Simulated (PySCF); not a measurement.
Geometries of 2 isomers of H6OSi2, from PBE0-D3(BJ)/def2-SVP geometry optimisation, gas phase (PySCF 2.14.0). One conformer each, no zero-point energy, no frequencies.

Question: Which is lower in electronic energy at this level?
A.
```xyz
9
angstrom
Si     1.560   -0.301    0.058
O      0.003   -0.094   -0.467
Si    -1.554    0.291   -0.055
H      2.288   -1.145   -0.930
H      2.245    1.021    0.180
H      1.570   -0.975    1.393
H     -1.943   -0.411    1.207
H     -2.456   -0.137   -1.161
H     -1.687    1.764    0.152
```
B.
```xyz
9
angstrom
O     -1.839    0.700   -0.606
Si    -0.917   -0.459    0.169
Si     1.381    0.002   -0.019
H     -1.724    1.608   -0.311
H     -1.243   -1.753   -0.495
H     -1.264   -0.569    1.624
H      1.684    1.349    0.563
H      1.812    0.007   -1.451
H      2.182   -1.022    0.724
```

Answer: A. That is `[SiH3]O[SiH3]`, 20.6 kcal/mol below the other.

| SMILES | atoms numbered as above | E (Eh) | relative (kcal/mol) | relative (kJ/mol) | dipole (D) |
| --- | --- | --- | --- | --- | --- |
| [SiH3]O[SiH3] | [SiH3:1][O:2][SiH3:3] | -657.30086 | 0.0 | 0.0 | 0.42 |
| O[SiH2][SiH3] | [OH:1][SiH2:2][SiH3:3] | -657.26802 | 20.6 | 86.2 | 1.21 |

As drawn, the higher has an O–H bond and an Si–Si bond, which the lower lacks.
